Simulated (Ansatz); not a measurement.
in.yaml

```yaml
crystal:
  periodic: [false, false, false]
  atoms:
    - {symbol: Hf, position_ang: [0.000000, 0.000000, 0.000000]}
    - {symbol: H, position_ang: [0.000000, 0.000000, 1.831618]}
basis:
  gaussian: {orbitals: def2-TZVP}
magnetization: {spin_polarized: false, initial_magnetization: 1}
correlation: {method: ccsd_t, electrons: outside_noble_gas}
output: {forces: true}
```

```sh
$ ansatz run in.yaml --threads 1 --pin off --events-out ev --progress --plain --max-ram 2393MiB
```

The program prints:

```
412 factors; integrals over basis functions are off by at most 1.2e-3 eV
mean field evaluation 1: about -1302.6179 eV, gradient 1.4e1 eV
mean field evaluation 2: about -1302.6235 eV, gradient 1.4e1 eV
mean field evaluation 4: about -1304.0333 eV, gradient 1.7e0 eV
mean field evaluation 8: about -1304.0715 eV, gradient 3.4e-1 eV
mean field evaluation 16: about -1304.0752 eV, gradient 2.5e-6 eV
mean field evaluation 32: about -1304.2933 eV, gradient 1.1e-2 eV
mean field evaluation 64: about -1303.7325 eV, gradient 1.5e0 eV
mean field evaluation 96: about -1304.0752 eV, gradient 1.2e-2 eV
mean field evaluation 128: about -1302.3843 eV, gradient 1.1e1 eV
mean field evaluation 160: about -1304.2928 eV, gradient 1.0e-1 eV
...
cycle   1  -2.39575634 eV  change    1.6e-7 eV  update   5.4e-6
cycle   2  -2.39575716 eV  change   -8.2e-7 eV  update   4.6e-6
cycle   3  -2.39575716 eV  change    2.1e-9 eV  update   2.8e-6
cycle   4  -2.39575783 eV  change   -6.7e-7 eV  update   1.7e-6
cycle   5  -2.39575790 eV  change   -6.7e-8 eV  update   1.0e-6
cycle   6  -2.39575803 eV  change   -1.4e-7 eV  update   6.4e-7
cycle   7  -2.39575785 eV  change    1.8e-7 eV  update   4.4e-7
cycle   8  -2.39575753 eV  change    3.2e-7 eV  update   2.6e-7
cycle   9  -2.39575750 eV  change    2.8e-8 eV  update   1.5e-7
cycle  10  -2.39575748 eV  change    1.9e-8 eV  update   9.6e-8
perturbative correction -0.08562976 eV, -0.0031468358 hartree
the calculation of the forces begins
Total energy: -1306.77470790 eV, -48.0230847515 hartree
Atom 0 at     0.000000     0.000000     0.000000 Å, force     0.000000    -0.000000    -0.356058 eV/Å
Atom 1 at     0.000000     0.000000     1.831618 Å, force     0.000000     0.000000     0.356058 eV/Å
Dipole moment:     0.000000    -0.000000    -0.205273 e Å
```

Forces (eV/Å):
```
Hf   0.000  0.000 -0.356
H    0.000  0.000  0.356
```

For the same geometry and basis full CI lies 43.6 meV lower.

Ran on 1 thread of Arm Neoverse V1, shared host: 8 s wall, 0.14 GiB peak host memory.
